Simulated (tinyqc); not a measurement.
RHF in the sto-3g basis, for LiH, spin multiplicity 1, step by step (part 2 of 2). Computed by tinyqc, a small Python program that keeps every step (integrals from PySCF). Command: `OMP_NUM_THREADS=1 python tinyqc.py 27644 27645 out.jsonl` (the two numbers bound the seeds that draw the settings). One thread of a shared host (Intel(R) Xeon(R) Processor @ 2.60GHz), about 0.05 s of CPU time with the checks.

Geometry (angstrom):
```
atom         x         y         z
Li    0.000000  0.000000  0.000000
H     0.000000  0.000000  1.954000
```

## Iteration 7 (converged): orbitals

converged F (hartree), order 1Li 1s, 1Li 2s, 1Li 2px, 1Li 2py, 1Li 2pz, 2H 1s:
$$\begin{pmatrix}
-2.357109 & -0.641421 & 0.000000 & 0.000000 & 0.014502 & -0.084569 \\
-0.641421 & -0.214566 & 0.000000 & 0.000000 & -0.077394 & -0.220240 \\
0.000000 & 0.000000 & 0.162497 & 0.000000 & 0.000000 & 0.000000 \\
0.000000 & 0.000000 & 0.000000 & 0.162497 & 0.000000 & 0.000000 \\
0.014502 & -0.077394 & 0.000000 & 0.000000 & 0.036862 & -0.209436 \\
-0.084569 & -0.220240 & 0.000000 & 0.000000 & -0.209436 & -0.098193
\end{pmatrix}$$

X, order 1Li 1s, 1Li 2s, 1Li 2px, 1Li 2py, 1Li 2pz, 2H 1s:
$$\begin{pmatrix}
1.023433 & -0.130381 & 0.000000 & 0.000000 & -0.007106 & 0.017583 \\
-0.130381 & 1.070723 & 0.000000 & 0.000000 & 0.065554 & -0.194313 \\
0.000000 & 0.000000 & 1.000000 & 0.000000 & 0.000000 & 0.000000 \\
0.000000 & 0.000000 & 0.000000 & 1.000000 & 0.000000 & 0.000000 \\
-0.007106 & 0.065554 & 0.000000 & 0.000000 & 1.089638 & -0.266717 \\
0.017583 & -0.194313 & 0.000000 & 0.000000 & -0.266717 & 1.135922
\end{pmatrix}$$

Diagonalise F' = X^T F X, C = X C', fill 2 alpha and 2 beta electrons from the bottom; D = 2 C_occ C_occ^T. Each column has its largest component positive (the first on a tie).

F' = X^T F X (hartree):
$$\begin{pmatrix}
-2.303706 & -0.359995 & 0.000000 & 0.000000 & 0.013500 & 0.010229 \\
-0.359995 & -0.028938 & 0.000000 & 0.000000 & 0.008617 & -0.223462 \\
0.000000 & 0.000000 & 0.162497 & 0.000000 & 0.000000 & 0.000000 \\
0.000000 & 0.000000 & 0.000000 & 0.162497 & 0.000000 & 0.000000 \\
0.013500 & 0.008617 & 0.000000 & 0.000000 & 0.154172 & -0.262378 \\
0.010229 & -0.223462 & 0.000000 & 0.000000 & -0.262378 & 0.084069
\end{pmatrix}$$

orbital energies (hartree): MO1 -2.359614, MO2 -0.254133, MO3 0.073953, MO4 0.162497, MO5 0.162497, MO6 0.445392

coefficients C, order 1Li 1s, 1Li 2s, 1Li 2px, 1Li 2py, 1Li 2pz, 2H 1s:
$$\begin{pmatrix}
0.991422 & -0.152313 & -0.213748 & 0.000000 & 0.000000 & 0.113885 \\
0.033426 & 0.484109 & 0.798223 & 0.000000 & 0.000000 & -0.576942 \\
0.000000 & 0.000000 & 0.000000 & -0.052737 & 0.998608 & 0.000000 \\
0.000000 & 0.000000 & 0.000000 & 0.998608 & 0.052737 & 0.000000 \\
-0.004748 & 0.333262 & -0.601029 & 0.000000 & 0.000000 & -0.889087 \\
-0.000508 & 0.576983 & -0.176348 & 0.000000 & 0.000000 & 1.017602
\end{pmatrix}$$

D after iteration 7, order 1Li 1s, 1Li 2s, 1Li 2px, 1Li 2py, 1Li 2pz, 2H 1s:
$$\begin{pmatrix}
2.012232 & -0.081193 & 0.000000 & 0.000000 & -0.110934 & -0.176772 \\
-0.081193 & 0.470958 & 0.000000 & 0.000000 & 0.322353 & 0.558612 \\
0.000000 & 0.000000 & 0.000000 & 0.000000 & 0.000000 & 0.000000 \\
0.000000 & 0.000000 & 0.000000 & 0.000000 & 0.000000 & 0.000000 \\
-0.110934 & 0.322353 & 0.000000 & 0.000000 & 0.222172 & 0.384578 \\
-0.176772 & 0.558612 & 0.000000 & 0.000000 & 0.384578 & 0.665820
\end{pmatrix}$$

Within a degenerate level the vectors are fixed only up to a rotation; this is one choice.

## Convergence

Stop when the energy changes by less than 1e-10 hartree and every element of the error matrix X^T (F D S - S D F) X is below 3e-06.

Course of the cycle:
```
iteration  E (hartree)     change  largest element of the error matrix
1          -7.82074582          -                             1.85e-01
2          -7.83462555  -1.39e-02                             2.23e-02
3          -7.83551741  -8.92e-04                             5.72e-03
4          -7.83572354  -2.06e-04                             1.47e-03
5          -7.83573614  -1.26e-05                             3.08e-05
6          -7.83573614  -1.56e-09                             1.71e-06
7          -7.83573614  -3.78e-12                             2.91e-07
```

PySCF RHF in the same basis = -7.83573614 hartree

Converged in 7 iterations.

## Populations, bond orders and dipole

overlap S, order 1Li 1s, 1Li 2s, 1Li 2px, 1Li 2py, 1Li 2pz, 2H 1s:
$$\begin{pmatrix}
1.000000 & 0.241137 & 0.000000 & 0.000000 & 0.000000 & 0.030701 \\
0.241137 & 1.000000 & 0.000000 & 0.000000 & 0.000000 & 0.309273 \\
0.000000 & 0.000000 & 1.000000 & 0.000000 & 0.000000 & 0.000000 \\
0.000000 & 0.000000 & 0.000000 & 1.000000 & 0.000000 & 0.000000 \\
0.000000 & 0.000000 & 0.000000 & 0.000000 & 1.000000 & 0.433332 \\
0.030701 & 0.309273 & 0.000000 & 0.000000 & 0.433332 & 1.000000
\end{pmatrix}$$

Mulliken: Z minus the diagonal of D S on the atom; Loewdin: the same with S^(1/2) D S^(1/2); Mayer order: 2 sum_s sum (D(s) S)_ij (D(s) S)_ji over the two atoms.

Charges (e):
```
atom   Mulliken    Loewdin
1Li   -0.000193  -0.000924
2H     0.000193   0.000924
```

Mayer bond orders:
```
pair     order
2-1   1.000000
```

dipole moment about the origin, x y z (debye): [0.000000, 0.000000, -4.983334]
